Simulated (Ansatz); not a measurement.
```yaml
crystal:
  periodic: [false, false, false]
  atoms:
    - {symbol: V, position_ang: [0.000000, 0.000000, 0.000000]}
    - {symbol: F, position_ang: [0.000000, 0.000000, 2.020000]}
basis:
  gaussian: {orbitals: def2-TZVP}
magnetization: {spin_polarized: true, initial_magnetization: 2}
hamiltonian: {xc: pbe0}
relax: {f_tol: 0.004, max_steps: 80}
```

```sh
$ ansatz run in.yaml --threads 1 --pin off --events-out ev --progress --plain --max-ram 2176MiB
```

Steps of the relaxation (energy above the last step; positions in Å, forces in eV/Å):

```
2
step 1, 484.7 meV
V     0.000    0.000    0.000    0.000    0.000    3.152
F     0.000    0.000    2.020    0.000    0.000   -3.152
```

```
2
step 2, 66.6 meV
V     0.000    0.000    0.084    0.000    0.000    1.560
F     0.000    0.000    1.936    0.000    0.000   -1.560
```

```
2
step 3, 23.1 meV
V     0.000    0.000    0.144    0.000    0.000   -1.143
F     0.000    0.000    1.876    0.000    0.000    1.143
```

```
2
step 5, 0.0 meV
V     0.000    0.000    0.123    0.000    0.000    0.002
F     0.000    0.000    1.897    0.000    0.000   -0.002
```

Close pairs at the end: V1–F2 1.773 Å.

A stationary point of unrestricted PBE0 after 5 steps, with ⟨S²⟩ = 2.942 against 2.00 for a pure state. 1.8 min on 1 thread of Arm Neoverse V2, shared host.
